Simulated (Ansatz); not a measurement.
# AlSiH (triplet): B2PLYP, PBE-QIDH, RPA-PBE over a scan of the scale of all distances, 6-31G

Aim: run AlSiH (triplet) with these functionals over a scan of the scale of all distances, and hold them against the top wave-function level at the same points.

Program: Ansatz 0.2.0, Gaussian basis. Level of theory: 6-31G, all electrons in the functionals, frozen cores in the correlation of double hybrids and RPA. These are calculated values, not measurements.

Plan: B2PLYP, PBE-QIDH, RPA-PBE, at 0.870; 1.000; 1.140; 1.307; 1.495; 1.778; 2.019; 2.433.

9 further runs of the same task are left out: 2 for a mislabelled method, 5 that didn't finish, 2 set aside as unsound or not needed.

### 1 The system

The geometry derives from a PBE0/def2-TZVP stationary point (not a proven minimum). All distances are scaled together.

3 atoms, charge 0, spin multiplicity 3.

Atoms are counted from 1 here; the program's logs count them from 0.

Bond lengths: Si1–Al2 2.333 Å, Al2–H3 1.599 Å. Angles: Si1–Al2–H3 180.0°.

No dispersion term is added.

The geometry shown and the zero of energy belong to the point 1.000. The yardstick, FCI, and other wave-function levels (R restricted, U unrestricted, valence and pair active spaces) come from earlier runs.

### 2 B2PLYP, 0.870

in.yaml

```yaml
crystal:
  periodic: [false, false, false]
  atoms:
    - {symbol: Si, position_ang: [0.000000, 0.000000, 1.817082]}
    - {symbol: Al, position_ang: [0.000000, 0.000000, -0.213034]}
    - {symbol: H, position_ang: [0.000000, 0.000000, -1.604048]}
basis:
  gaussian: {orbitals: 6-31G}
magnetization: {spin_polarized: true, initial_magnetization: 2}
hamiltonian: {xc: {name: B2PLYP}}
correlation: {electrons: outside_noble_gas}
```

Launch:

```console
> ansatz run in.yaml --threads 1 --pin off --events-out ev --progress --plain --max-ram 2393MiB
```

After this run come: B2PLYP, 1.000; B2PLYP, 1.140; B2PLYP, 1.307; B2PLYP, 1.495; B2PLYP, 1.778; B2PLYP, 2.019; B2PLYP, 2.433; PBE-QIDH, 0.870; PBE-QIDH, 1.000; PBE-QIDH, 1.140; PBE-QIDH, 1.307; PBE-QIDH, 1.495; PBE-QIDH, 1.778; PBE-QIDH, 2.019; PBE-QIDH, 2.433; RPA-PBE, 0.870; RPA-PBE, 1.000; RPA-PBE, 1.140; RPA-PBE, 1.307; RPA-PBE, 1.495; RPA-PBE, 1.778; RPA-PBE, 2.019; RPA-PBE, 2.433.

**Question.** What will the summary of the whole plan be? Wanted: span of the FCI curve; largest miss, B2PLYP; largest miss, PBE-QIDH; largest miss, RPA-PBE.

As calculated:

```
              quantity                   value
 span of the FCI curve           82.6 kcal/mol
  largest miss, B2PLYP  +15.1 kcal/mol (1.778)
largest miss, PBE-QIDH  +18.5 kcal/mol (1.778)
 largest miss, RPA-PBE   -5.3 kcal/mol (2.433)
```

**Reading.** Of the functionals, RPA-PBE keep the smallest largest miss at the points compared (at most 5.3 kcal/mol) and PBE-QIDH strays most (18.5 kcal/mol, at 1.778). B2PLYP, PBE-QIDH, RPA-PBE clearly break the spin symmetry at some points (⟨S²⟩ up to 0.95 above the pure value), so energy there is bought with a mixed spin. Functionals and the yardstick converge differently with the basis, so part of each miss in 6-31G is the basis.
